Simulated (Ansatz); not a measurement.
Cost and result for the atomization energy of `[CH2][Mg][CH3]` radical (8 atoms, 7 bonds).

The species carries charge 0 and has multiplicity 2. Correlated methods include outer-core shells of Mg, which these sets cover unevenly. All single points use the PBE0-D4/def2-TZVP geometry. Program: Ansatz. All runs use 2 threads of a server CPU on a shared host. Times are those of one run each, without the atoms' runs, and a repeat can differ threefold. Electronic energies, without spin–orbit coupling; frozen cores. CCSD(T)/CBS adds CCSD(T) − MP2 in def2-TZVPP to the MP2 limit, and its time is that of the two runs behind it. T1 = 0.009; ⟨S²⟩ of the reference is 0.76. With those shells the extrapolation isn't a true limit. B3LYP takes the VWN-RPA correlation (the form of Gaussian; ORCA's B3LYP/G).

CCSD(T)/CBS is a level of theory with its own doubt, some kJ/mol a heavy atom from the limit and from the frozen cores, so smaller differences don't rank the functionals.

| level | functions | wall time |
| --- | --- | --- |
| revPBE-D4/def2-TZVPP | 164 | 4.1 s |
| PBE0-D4/def2-TZVPP | 164 | 5.5 s |
| BHLYP-D4/def2-TZVPP | 164 | 5.5 s |
| CAM-B3LYP-D4/def2-TZVPP | 164 | 6 s |
| B3LYP-D4/def2-TZVPP (with forces) | 164 | 6.5 s |
| B2PLYP/def2-TZVPP | 164 | 8 s |
| r2SCAN-D4/def2-TZVPP (with forces) | 164 | 9.5 s |
| CCSD(T)/def2-SVP | 71 | 11 s |
| B97M-V/def2-TZVPP | 164 | 18 s |
| ωB97M-V/def2-TZVPP (with forces) | 164 | 21 s |
| MP2/def2-QZVPP | 327 | 45 s |
| CCSD(T)/def2-TZVPP | 164 | 3.8 min |
| CCSD(T)/CBS(def2) | – | 4.6 min |

(1) What atomization energy does each give, and how far from CCSD(T)/CBS? (Estimate.)

Answers

(1) Computed: 
```csv
level,atomization (kcal/mol),difference from CCSD(T)/CBS,per bond
revPBE-D4/def2-TZVPP,599.6,-6.7,-0.9
PBE0-D4/def2-TZVPP,605.4,-0.9,-0.1
BHLYP-D4/def2-TZVPP,592.0,-14.3,-2.0
CAM-B3LYP-D4/def2-TZVPP,606.8,0.5,0.1
B3LYP-D4/def2-TZVPP (with forces),604.5,-1.8,-0.2
B2PLYP/def2-TZVPP,597.8,-8.5,-1.2
r2SCAN-D4/def2-TZVPP (with forces),610.8,4.5,0.6
CCSD(T)/def2-SVP,572.1,-34.2,-4.9
B97M-V/def2-TZVPP,606.2,-0.1,0.0
ωB97M-V/def2-TZVPP (with forces),601.7,-4.6,-0.7
MP2/def2-QZVPP,602.5,-3.8,-0.5
CCSD(T)/def2-TZVPP,589.1,-17.2,-2.5
CCSD(T)/CBS(def2),606.3,0.0,0.0
```

From BLYP to BHLYP (50 % exact exchange), in def2-TZVPP and without D4, the atomization energy moves by −6.5 kcal/mol: exact exchange takes away binding that semilocal exchange gives to molecules. Leaving LDA and LC-ωPBE aside and taking each functional with its dispersion term where it has one, the values, not all of them listed here, spread over 19.3 kcal/mol, from BHLYP-D4 to PBE-D4. LDA lies +65.2 kcal/mol from PBE without D4, its usual overbinding. The D4 term adds +3.2 kcal/mol with B3LYP and +1.7 kcal/mol with PBE0; it sums over pairs of atoms, weighted by their polarisabilities, and B3LYP, whose exchange is more repulsive, gets the larger term.
